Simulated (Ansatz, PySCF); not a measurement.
Isomers of CHN: 1 is C#N, 2 is [C-]#[NH+]; one conformer of each (the lowest of an xTB search), B3LYP-D3(BJ)/def2-TZVP minima.
Isomer 1 (charge 0, multiplicity 1):
```
atom    x (Å)    y (Å)   z (Å)
----  -------  -------  ------
C     -0.0218  -0.3621  0.0000
N      0.9218   0.2885  0.0000
H     -0.9000  -0.9676  0.0000
```
Isomer 2 (charge 0, multiplicity 1):
```xyz
3

C      1.10850    -0.00004     0.00000
N     -0.05554    -0.00003     0.00000
H     -1.05296     0.00007     0.00000
```

No zero-point or thermal terms.

Rows in 3-21G, 6-31G* carry no dispersion term and start afresh at each structure (6-31G* with six Cartesian d functions).

The values were computed with Ansatz (Gaussian basis) for Hartree–Fock, density functionals and correlated methods; PySCF for 3-21G rows, 6-31G* rows, the dispersion terms. Values without a source in brackets are computed.

Question: One of these levels gives 42.8 kJ/mol for the electronic energy of isomer 2 less that of isomer 1. Name it.
A. BLYP-D3(BJ)/def2-TZVPP
B. HF/3-21G
C. BP86/6-31G*
D. HF/cc-pVTZ

Answer: D, HF/cc-pVTZ. The others give 37.2 (HF/3-21G), 61.7 (BLYP-D3(BJ)/def2-TZVPP), 72.0 (BP86/6-31G*)

Ansatz is an electronic-structure program.
